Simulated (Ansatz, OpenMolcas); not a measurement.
**Predicting a hybrid from its neighbours: C4H4**

C4H4 has 8 atoms, charge 0, and is taken as a singlet. SMILES: `C#CC=C`. The shape is that of a PBE0-D4/def2-TZVP optimisation.

The HOMO–LUMO gap y, in eV, basis cc-pVDZ; a is the functional's share of exact exchange. Programs: Ansatz 0.2.0, OpenMolcas 26.06.

```
functional     program     a  y (eV)
       PBE      Ansatz     0    4.29
      TPSS  OpenMolcas     0    4.46
     B3LYP      Ansatz   0.2    5.89
   r2SCAN0      Ansatz  0.25    6.53
      PBE0      Ansatz  0.25       ?
     BHLYP      Ansatz   0.5    8.35
```

Problem. Fit y = c + s·a to the known rows and predict PBE0.

Solution. 
1. Means of the 5 rows: a = 0.1900, y = 5.904.
2. Σ(Δa)² = 0.172, Σ(Δa·Δy) = 1.3767, so the slope is 1.3767/0.172 = 8.0041.
3. Intercept: 5.904 − (8.0041) × 0.1900 = 4.383. The largest residual of the fit is 0.15.
4. PBE0: 4.383 + (8.0041) × 0.25 = 6.38 eV.

The run gave 6.32 eV, so the prediction is off by +0.06 eV, within the largest residual. Exact exchange lowers occupied levels and raises empty ones. The rows mix families of semi-local functionals, which the line can't see.
